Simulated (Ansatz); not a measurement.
SiGePH, triplet: reading a ladder of total energies

Geometry: displaced at random from a stationary point.

| atom | x (Å) | y (Å) | z (Å) |
| --- | --- | --- | --- |
| Ge | -0.0006 | 0.1959 | 0.9579 |
| Si | -0.1160 | 0.7548 | -1.5432 |
| P | 0.0722 | -1.1933 | -0.7830 |
| H | 1.0574 | 1.5183 | -1.9734 |

Basis cc-pVDZ; Ansatz 0.2.0. Only valence electrons are correlated (noble-gas cores and the filled d shells of p-block atoms frozen), which leaves 14 electrons in 44 orbitals. Prefix R: restricted or restricted open-shell reference; prefix U: unrestricted. No spin–orbit coupling is included, and no scalar relativity.

Full CI isn't at hand for all of this; UCCSDT(Q) serves as the reference, and is uncertain by about the last step of the cluster series.

Runs differ by some tens of microhartree through their thresholds and, for an open shell, their frozen cores, so steps under 0.03 kcal/mol mean nothing.

```csv
level,total energy (hartree)
UHF,-2705.529321
UMP2,-2705.790612
UCCSD,-2705.823455
UCCSD(T),-2705.839767
UCCSDT,-2705.841182
UCCSDT(Q),-2705.842865
```

Q: What is the correlation energy at UCCSDT(Q), and what share of it do UMP2 and UCCSD(T) recover?

A: E(corr) = -2705.842865 − (-2705.529321) = -0.313544 hartree = -8.532 eV. UMP2: -0.261291 / -0.313544 = 83.33 %. UCCSD(T): -0.310446 / -0.313544 = 99.01 %.

Q: By how many kcal/mol does UCCSD(T) miss UCCSDT(Q) (1 hartree = 627.509 kcal/mol), and which steps make up the rest?

A: -2705.839767 − (-2705.842865) = 0.003098 hartree = 1.94 kcal/mol. Steps: UCCSDT − UCCSD(T) = -0.89, UCCSDT(Q) − UCCSDT = -1.06 kcal/mol. Differences between like states or geometries often cancel part of this.
